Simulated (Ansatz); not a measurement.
## Worked example: CH3⁺, quintet against CH3⁺, triplet

Geometry (PBE0/def2-TZVP stationary point of a triplet), kept for both states (CH3⁺, triplet: A2; CH3⁺, quintet: A2):

```xyz
4

C     0.0000    0.0000    0.0548
H     0.0000    0.6835   -0.8953
H     0.0000    0.0000    1.1377
H     0.0000   -0.6835   -0.8953
```

Basis cc-pVDZ; Ansatz 0.2.0. Correlated methods freeze the noble-gas cores. R marks a restricted (for open shells ROHF) determinant, U an unrestricted one.

Full CI is exact within this basis and frozen core; it isn't the basis-set limit. The frozen core follows each run's orbitals, which can shift R against U totals by a few meV.

```tsv
level	E(CH3⁺, triplet) (hartree)	E(CH3⁺, quintet) (hartree)
UMP2	-39.202115	-38.740299
UCCSD(T)	-39.226339	-38.769875
PBE	-39.282777	-38.828709
wB97M-V	-39.309637	-38.841988
full CI	-39.226850	-38.771138
```

Task: Give the vertical gap, CH3⁺ quintet less CH3⁺ triplet, at each level in eV (1 hartree = 27.2114 eV), and each error against full CI.

Result: full CI: (-38.771138 − (-39.226850)) × 27.2114 = 12.401 eV (the reference)
wB97M-V: (-38.841988 − (-39.309637)) × 27.2114 = 12.725 eV, error 0.324 eV
PBE: (-38.828709 − (-39.282777)) × 27.2114 = 12.356 eV, error -0.045 eV
UCCSD(T): (-38.769875 − (-39.226339)) × 27.2114 = 12.421 eV, error 0.020 eV
UMP2: (-38.740299 − (-39.202115)) × 27.2114 = 12.567 eV, error 0.166 eV

Total energies of functionals can't be set beside those of wave-function methods, since they hold the core's correlation and their own absolute errors; only the differences compare.

In so small a basis the reference is far from its limit while semilocal and hybrid functionals are nearer theirs, so the functionals' errors here hold much of the reference's basis and frozen-core error, which can add to them or hide them.

Each level lands on the state that its own search finds. T1 diagnostics of restricted CCSD: 0.020 and 0.048.
